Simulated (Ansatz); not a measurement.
bcc Mo

Computed with PBEsol (PAW; Ansatz, an electronic-structure program).

Run with plane-wave cutoff 500 eV, 18×8×1 k mesh (along the axes of the cell as run), Fermi–Dirac smearing 0.1 eV, scalar-relativistic PAW data made under PBE.

Cell: relaxed at this level.

| Item | Result |
|---|---|
| surface energy of the (210) face | 3.47 J/m² |
| work function of the (210) face | 4.20 eV |

The slab of 20 atoms is relaxed and unreconstructed.

The result took about 2.6 core-hours (a rough figure).
